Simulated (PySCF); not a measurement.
Compound: phosphorus monoxide, PO (doublet state).
SMILES: `O=[P]`

Jobs on this species (2 atoms, 23 electrons) with PySCF (density fitting). Hardware of each: an x86-64 server with one thread (shared host). Times come from a shared host and carry two figures at best.

```csv
level and settings,work,basis functions,SCF cycles,wall time
"UKS PBE0, IGLO-III on O P, non-relativistic, mean-field spin-orbit, GIAO","unrestricted SCF, stability check, g, hyperfine",79,?,?
"UKS HF, IGLO-III on O P, non-relativistic, mean-field spin-orbit, GIAO","unrestricted SCF, stability check, g, hyperfine",79,?,?
"UKS B3LYP, IGLO-III on O P, non-relativistic, mean-field spin-orbit, GIAO","unrestricted SCF, stability check, g, hyperfine",79,?,?
"UKS BHandHLYP, IGLO-III on O P, non-relativistic, mean-field spin-orbit, GIAO","unrestricted SCF, stability check, g, hyperfine",79,14,6.6 s
"UKS CAM-B3LYP, IGLO-III on O P, non-relativistic, mean-field spin-orbit, GIAO","unrestricted SCF, stability check, g, hyperfine",79,13,8.0 s
"PBE0-D3(BJ)/def2-SVP, grid level 1",geometry optimisation from a GFN2-xTB start,32,26,3.1 s
"UKS PBE, IGLO-III on O P, non-relativistic, mean-field spin-orbit, GIAO","unrestricted SCF, stability check, g, hyperfine",79,11,5.9 s
```

Problem. Fill in the missing figures.

Solution. 
- UKS PBE0, IGLO-III on O P, non-relativistic, mean-field spin-orbit, GIAO; unrestricted SCF, stability check, g, hyperfine: 7.0 s, 12 SCF cycles
- UKS HF, IGLO-III on O P, non-relativistic, mean-field spin-orbit, GIAO; unrestricted SCF, stability check, g, hyperfine: 4.6 s, 18 SCF cycles
- UKS B3LYP, IGLO-III on O P, non-relativistic, mean-field spin-orbit, GIAO; unrestricted SCF, stability check, g, hyperfine: 8.4 s, 13 SCF cycles

Problem. What do all jobs in the table cost together?

Solution. About 44 s; the longest takes about 19 % of that, and about 2.7 times as long as the shortest.
